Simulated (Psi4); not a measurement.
# Si3H8 (trisilane): CC3/6-31G(d) (spherical functions)

Aim: the energy change on altering one bond length of Si3H8 (trisilane) at CC3/6-31G* (spherical functions), from 2 runs. 

The results are computed with Psi4 1.11.

### Step 1. The system as given

The species is Si3H8 (11 atoms), meant as a singlet with charge 0. As SMILES, `[SiH3][SiH2][SiH3]`. The shape is that of a PBE0-D4/def2-TZVP optimisation.

Bond lengths: Si1–Si2 2.338 Å, Si2–Si3 2.338 Å, Si1–H4 1.488 Å, Si1–H5 1.488 Å, Si1–H6 1.488 Å, Si2–H7 1.490 Å, Si2–H8 1.490 Å, Si3–H9 1.488 Å, Si3–H10 1.488 Å, Si3–H11 1.488 Å. Some angles: Si1–Si2–Si3 110.4°, Si1–Si2–H7 109.6°, Si1–Si2–H8 109.6°, Si3–Si2–H7 109.6°, Si3–Si2–H8 109.6°, Si2–Si1–H4 111.2°, Si2–Si1–H5 109.8°, Si2–Si1–H6 109.8°, Si2–Si3–H9 109.8°, Si2–Si3–H10 109.8°.

### Step 2. The energy at CC3/6-31G(d) (spherical functions)

Contents of run.py:

```python
import numpy as np
from ase.calculators.psi4 import Psi4
from ase import Atoms

a = Atoms(['Si', 'Si', 'Si', 'H', 'H', 'H', 'H', 'H', 'H', 'H', 'H'], positions=[
    [-1.292570, 1.366730, -0.525270],
    [-0.462570, -0.807300, -0.296320],
    [1.631930, -0.774400, 0.742750],
    [-2.625850, 1.367720, -1.185120],
    [-0.354030, 2.180440, -1.344070],
    [-1.422540, 2.000090, 0.814640],
    [-0.343400, -1.440160, -1.640160],
    [-1.410380, -1.620800, 0.516390],
    [1.515950, -0.154940, 2.090430],
    [2.583820, 0.031780, -0.068050],
    [2.179610, -2.149160, 0.894770],
])
calc = Psi4(atoms=a, method='cc3', basis='6-31G*', memory='1600MB', num_threads=1, charge=0, multiplicity=1, label='psi4-calc')
calc.psi4.set_options({'puream': True, 'e_convergence': 1e-09, 'd_convergence': 1e-08, 'scf_type': 'pk', 'num_frozen_docc': 15})
a.calc = calc

print(f'energy: {a.get_potential_energy():.6f} eV')
```

On the command line:

```
python run.py
```

psi4-calc.dat:

```text
[...]
  Running in c1 symmetry.
[...]
  Nuclear repulsion =  193.117837117706443
[...]
  Multiplicity = 1
[...]
  Nalpha       = 25
  Nbeta        = 25
[...]
    Number of basis functions: 70
[...]
   @RHF iter   1:  -871.33083659177657   -8.42166e-01   2.51431e-03 DIIS/ADIIS
[...]
   @RHF iter   9:  -871.38249846961310   -3.42197e-11   8.65699e-09 DIIS
[...]
    Orbital Energies [Eh]
    ---------------------
    Doubly Occupied:
       1A    -68.754540     2A    -68.754531     3A    -68.747665
       4A     -6.121095     5A     -6.121093     6A     -6.115891
       7A     -4.226190     8A     -4.226187     9A     -4.226178
      10A     -4.226175    11A     -4.225972    12A     -4.225958
      13A     -4.220926    14A     -4.220729    15A     -4.220602
      16A     -0.771247    17A     -0.716564    18A     -0.653553
      19A     -0.508032    20A     -0.494469    21A     -0.484291
      22A     -0.483670    23A     -0.468232    24A     -0.422960
      25A     -0.384894
[...]
  @RHF Final Energy:  -871.38249846961310
   => Energetics <=
    Nuclear Repulsion Energy =            193.1178371177064435
    One-Electron Energy =               -1592.9573824830595186
    Two-Electron Energy =                 528.4570468957400635
    Total Energy =                       -871.3824984696130969
[...]
 Multipole Moments:
 ------------------------------------------------------------------------------------
     Multipole            Electronic (a.u.)      Nuclear  (a.u.)        Total (a.u.)
 ------------------------------------------------------------------------------------
 L = 1.  Multiply by 2.5417464519 to convert [e a0] to [Debye]
 Dipole X            :         -0.4050665            0.3860525           -0.0190140
 Dipole Y            :         -0.7067516            0.6736078           -0.0331438
 Dipole Z            :         -0.2591526            0.2470364           -0.0121162
 Magnitude           :                                                    0.0400855
[...]
      * MP2 total energy                      = -871.620586104094286
[...]
```

On the terminal:

```text
energy: -23719.895394 eV
```

Run time: 54 s. Hardware: 1 thread of Intel Xeon 6975P-C (Granite Rapids), shared host; peak memory 0.34 GiB.

### Step 3. The distorted shape, same level

Contents of h8si3.xyz:

```xyz
11
H8Si3
Si    -1.417083     1.692868    -0.559616
Si    -0.462570    -0.807300    -0.296320
Si     1.631930    -0.774400     0.742750
H     -2.750363     1.693858    -1.219466
H     -0.478543     2.506578    -1.378416
H     -1.547053     2.326228     0.780294
H     -0.343400    -1.440160    -1.640160
H     -1.410380    -1.620800     0.516390
H      1.515950    -0.154940     2.090430
H      2.583820     0.031780    -0.068050
H      2.179610    -2.149160     0.894770
```

Contents of h8si3.py:

```python
import psi4

psi4.set_memory(1600000000)
psi4.set_num_threads(1)
psi4.core.set_output_file('psi4.out', False)

with open('h8si3.xyz') as f:
    atoms = ''.join(f.readlines()[2:])
molecule = psi4.geometry('0 1\n' + atoms + 'symmetry c1\nno_reorient\nno_com')

psi4.set_options({
    'puream': True,
    'e_convergence': 1e-09,
    'd_convergence': 1e-08,
    'scf_type': 'pk',
    'num_frozen_docc': 15,
})

e_tot = psi4.energy("cc3/6-31G*", molecule=molecule)
print(f'total energy {e_tot:.8f} hartree = {e_tot * 27.211386:.5f} eV')
```

On the command line:

```
python h8si3.py
```

psi4.out:

```text
[...]
  Running in c1 symmetry.
[...]
  Nuclear repulsion =  183.637830517280833
[...]
  Multiplicity = 1
[...]
  Nalpha       = 25
  Nbeta        = 25
[...]
    Number of basis functions: 70
[...]
   @RHF iter   1:  -871.31945480440800   -1.05138e+00   2.38599e-03 DIIS/ADIIS
[...]
   @RHF iter  10:  -871.36606055094319   -1.59162e-12   2.00091e-09 DIIS
[...]
    Orbital Energies [Eh]
    ---------------------
    Doubly Occupied:
       1A    -68.770528     2A    -68.763403     3A    -68.755225
       4A     -6.132723     5A     -6.127154     6A     -6.121629
       7A     -4.237899     8A     -4.237897     9A     -4.237605
      10A     -4.232257    11A     -4.232059    12A     -4.231931
      13A     -4.226725    14A     -4.226706    15A     -4.226466
      16A     -0.756617    17A     -0.712601    18A     -0.657750
      19A     -0.503185    20A     -0.491324    21A     -0.485124
      22A     -0.484864    23A     -0.470883    24A     -0.416215
      25A     -0.360427
[...]
  @RHF Final Energy:  -871.36606055094319
   => Energetics <=
    Nuclear Repulsion Energy =            183.6378305172808325
    One-Electron Energy =               -1573.8093914375931490
    Two-Electron Energy =                 518.8055003693690423
    Total Energy =                       -871.3660605509431889
[...]
 Multipole Moments:
 ------------------------------------------------------------------------------------
     Multipole            Electronic (a.u.)      Nuclear  (a.u.)        Total (a.u.)
 ------------------------------------------------------------------------------------
 L = 1.  Multiply by 2.5417464519 to convert [e a0] to [Debye]
 Dipole X            :          7.0149243           -7.0269107           -0.0119864
 Dipole Y            :         -5.2168062            5.1962480           -0.0205582
 Dipole Z            :          3.0325952           -3.0402141           -0.0076189
 Magnitude           :                                                    0.0249872
[...]
      * MP2 total energy                      = -871.603423867679908
[...]
```

On the terminal:

```text
total energy -871.67376517 hartree = -23719.45129 eV
```

Run time: 57 s. Hardware: 1 thread of Intel Xeon 6975P-C (Granite Rapids), shared host; peak memory 0.33 GiB.

### Step 4. What came out

At CC3/6-31G* (spherical functions), 15 core orbitals frozen:

| quantity | value |
| --- | --- |
| first shape: ground-state or mean-field energy | -871.69008 Eh |
| first shape: HOMO energy (Hartree–Fock orbitals) | -10.47 eV |
| first shape: LUMO energy (Hartree–Fock orbitals) | 3.26 eV |
| first shape: HOMO–LUMO gap (Hartree–Fock orbitals) | 13.74 eV |
| first shape: correlation energy (15 core orbitals frozen) | -307.6 mEh |
| first shape: T1 diagnostic | 0.015 |
| distorted shape: ground-state or mean-field energy | -871.67377 Eh |
| distorted shape: HOMO energy (Hartree–Fock orbitals) | -9.81 eV |
| distorted shape: LUMO energy (Hartree–Fock orbitals) | 2.56 eV |
| distorted shape: HOMO–LUMO gap (Hartree–Fock orbitals) | 12.37 eV |
| distorted shape: correlation energy (15 core orbitals frozen) | -307.7 mEh |
| distorted shape: T1 diagnostic | 0.014 |
| energy change with the Si1–Si2 bond stretched from 2.338 to 2.689 Å | 0.444 eV |

**Reading.** With the Si1–Si2 bond stretched from 2.338 to 2.689 Å the energy rises by 0.44 eV (42.8 kJ/mol). The first shape isn't relaxed at this level, so the change isn't measured from a minimum.
